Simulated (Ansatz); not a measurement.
Species: SO, charge 0, triplet. SO (SMILES O=S, triplet).
B3LYP-D3(BJ)/def2-TZVP minimum from Ansatz (a first-principles code):
```
O
S 1 1.4899
```
Charge 0, spin multiplicity 3.

Hartree-Fock and CCSD(T) correlation energies in hartree (Ansatz). Open shells are spin-unrestricted; no spin-orbit coupling. Cores are frozen in correlated methods. No relativity. The UHF reference of OS (O=S, triplet) is spin-contaminated (<S^2> up to 0.06 over the pure value in the sets run).

```
basis        X       E(HF)  E(corr, CCSD(T))
-----------  -  ----------  ----------------
cc-pV(T+d)Z  3  -472.40709          -0.40771
cc-pV(Q+d)Z  4  -472.41782          -0.43764
cc-pV(5+d)Z  5  -472.42045          withheld
```

**Question.** Fit E(corr) = E∞ + A/X³ to X = 3 and 4, predict X = 5, and compare with the run.

**Answer.** A = (-0.40771 - (-0.43764))/(1/27 - 1/64) = 1.3978; E∞ = -0.43764 - A/64 = -0.45948; at X = 5, E∞ + A/125 = -0.44830. The run gave -0.44864, 0.34 mEh below the prediction. The same form on X = 4 and 5 gives E∞ = -0.46018, 0.70 mEh below the first estimate.
